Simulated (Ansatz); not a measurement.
IrO: from a trial structure to a relaxed crystal

The calculation used DFT PBE, scalar-relativistic, plane waves, PAW in Ansatz 0.2.0. Cutoff 420 eV, Γ-centred k mesh, Gaussian smearing, no spin polarisation in the final step.

IrO was placed on the tungsten carbide structure type (P-6m2, No. 187), with Ir in place of W, O in place of C, at a guessed volume.

```
CELL_PARAMETERS angstrom
2.81951 0.00000 0.00000
-1.40976 2.44177 0.00000
0.00000 0.00000 2.75001
ATOMIC_POSITIONS crystal
Ir 0.00000 0.00000 0.00000
O 0.66667 0.33333 0.50000
```

Cell and atoms relax at zero pressure; the relaxation can't lower the symmetry of the start. After a coarse first stage the cell is made exact in the group found at 0.06 Å.

Energies over the elements count from the elements' standard structures at the same level (O₂ as a molecule), with no empirical corrections.

Problem. What does it relax into?

Solution. It keeps P-6m2 (No. 187). The result has the tungsten carbide structure. Conventional cell: a = 2.725 Å, c = 3.492 Å. Ir is coordinated by 6 O at 2.35 Å and 6 Ir at 2.72 Å; around O lie 6 Ir at 2.35 Å and 6 O at 2.72 Å.

```xyz
2
Lattice="2.7247 0.0000 0.0000 -1.3623 2.3597 0.0000 0.0000 0.0000 3.4924" Properties=species:S:1:pos:R:3 pbc="T T T"
Ir    0.0000    0.0000    0.0000
O     1.3623    0.7866    1.7462
```

Problem. What are its volume, energy, density and gap?

Solution. The volume per atom is 11.23 Å³, the density is 15.40 g/cm³ and the energy over the elements is 0.70 eV/atom. The gap on the 24×24×16 mesh is 0 eV (a metal).

The final run used a 24×24×16 mesh on its 2-atom cell and 0.10 eV smearing. The k mesh leaves about 4 meV/atom of noise in metals. Spin–orbit coupling is left out. Symmetry constrained the relaxation, so the result can be a saddle point. The steps took of the order of 50 core-seconds in all.

Cost: 3 runs of about 0.91 core-minutes in all, on Intel Xeon 6975P-C (Granite Rapids) (shared hosts).